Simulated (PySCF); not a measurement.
Peak assignment

Atoms are numbered as in `[CH3:1][CH2:2][CH3:3]`; H(Xn) means a hydrogen on atom n.

[PySCF: J couplings at B3LYP/pcJ-2 (without the spin–dipole term); shielding tensors at B97-2/pcSseg-2 (GIAO); geometry: PBE0-D3(BJ)/def2-TZVP; non-relativistic Hamiltonian; averaged over atoms made equivalent by symmetry, fast rotation or ring inversion; one conformer; in vacuum]

Chemical shifts δ = σref − σ; TMS for $^{13}$C (185.38 ppm) and $^{1}$H (31.64 ppm), all at this level.

(1) Assign these signals to the numbered atoms. $^{13}$C{$^{1}$H} NMR (computed): δ 21.7, 19.2.

(2) Assign these signals to the numbered atoms. $^{1}$H NMR (400 MHz, computed): δ 1.39 (sept, J = 8.3 Hz, 2H), 0.96 (t, J = 8.3 Hz, 6H).

Answers

(1) 
| δ (ppm) | atoms | environment | reason |
| --- | --- | --- | --- |
| 21.7 | C2 | sp3 CH2 | a saturated carbon with 2 carbon neighbours and no heteroatom attached |
| 19.2 | C1/C3 | methyl carbon | saturated and bonded to C and H only |

(2) 
| δ (ppm) | atoms | environment | reason |
| --- | --- | --- | --- |
| 1.39 | H(C2) | hydrogen on an sp3 CH2 | far from electronegative atoms and π systems |
| 0.96 | H(C1)/H(C3) | hydrogen on a methyl carbon | far from electronegative atoms and π systems |

Splittings below 1 Hz are ignored in the labels, and close J values are merged. Shifts are as computed. Against solution values, carbons near 30 ppm lie about +3 ppm off and those near 130 ppm about +7 ppm. Of 1211 compounds with measured shifts, 218 miss one by over three times the rms of a fit or turn the order of signals round; such compounds aren't used in these exercises.
